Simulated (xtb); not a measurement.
xtb input (GFN-FF):

```bash
xtb mol.xyz --gfnff --opt tight --chrg 0 --uhf 0
```
mol.xyz:
```
8

C     -0.02656740    -0.39643901     0.74037214
N     -0.04025319     0.87186173     0.00009760
C     -0.04739019    -0.39723479    -0.73890413
H      0.88684478     1.28341918    -0.01317394
H     -0.93332050    -0.60983971     1.29271705
H     -0.96932769    -0.61121579    -1.26527787
H      0.88822522    -0.70100522     1.23593203
H      0.85309603    -0.70234775    -1.25968851
```

End of the output:

```
         :::::::::::::::::::::::::::::::::::::::::::::::::::::
         ::                     SUMMARY                     ::
         :::::::::::::::::::::::::::::::::::::::::::::::::::::
         :: total energy              -1.286201608838 Eh    ::
         :: gradient norm              0.000274970627 Eh/a0 ::
         ::.................................................::
         :: bond energy               -1.364584129196 Eh    ::
         :: angle energy               0.038399659916 Eh    ::
         :: torsion energy             0.004042203139 Eh    ::
         :: repulsion energy           0.051679714365 Eh    ::
         :: electrostat energy        -0.013499641925 Eh    ::
         :: dispersion energy         -0.002232357902 Eh    ::
         :: HB energy                  0.000000000000 Eh    ::
         :: XB energy                  0.000000000000 Eh    ::
         :: bonded atm energy         -0.000007057235 Eh    ::
         :: external energy            0.000000000000 Eh    ::
         :: add. restraining           0.000000000000 Eh    ::
         :: total charge               0.000000000000 e     ::
         :::::::::::::::::::::::::::::::::::::::::::::::::::::

           -------------------------------------------------
          |                Property Printout                |
           -------------------------------------------------

molecular dipole:
                 x           y           z       tot (Debye)
 q only:        0.202      -0.307      -0.005       0.935
           -------------------------------------------------
          |                Geometry Summary                 |
           -------------------------------------------------

      molecular mass/u    :       43.0678788
   center of mass at/Å    :       -0.0079838       0.0268899       0.0011140
  moments of inertia/u·Å² :        0.2181647E+02   0.2364405E+02   0.3734091E+02
rotational constants/cm⁻¹ :        0.7727021E+00   0.7129756E+00   0.4514521E+00

 * 8 selected distances

     #   Z          #   Z                                           value/Å
     1   6 C        2   7 N                                       1.4543226
Note: The following floating-point exceptions are signalling: IEEE_UNDERFLOW_FLAG IEEE_DENORMAL
normal termination of xtb
     1   6 C        3   6 C                                       1.4753995 (max)
     2   7 N        3   6 C                                       1.4546541
     2   7 N        4   1 H                                       1.0215346 (min)
     1   6 C        5   1 H                                       1.0912872
     3   6 C        6   1 H                                       1.0912705
     1   6 C        7   1 H                                       1.0925720
     3   6 C        8   1 H                                       1.0926279

 * 4 distinct bonds (by element types)

   Z      Z             #   av. dist./Å        max./Å        min./Å
   1 H    6 C           4     1.0919394     1.0926279     1.0912705
   6 C    6 C           1     1.4753995     1.4753995     1.4753995
   1 H    7 N           1     1.0215346     1.0215346     1.0215346
   6 C    7 N           2     1.4544884     1.4546541     1.4543226

optimized geometry written to: xtbopt.xyz

           -------------------------------------------------
          | TOTAL ENERGY               -1.286201608838 Eh   |
          | GRADIENT NORM               0.000274970627 Eh/α |
           -------------------------------------------------
########################################################################
[WARNING] Runtime exception occurred
-1- gfnff_setup: Could not read topology file.
########################################################################

------------------------------------------------------------------------
------------------------------------------------------------------------
 total:
 SCF:
 ANC optimizer:
```
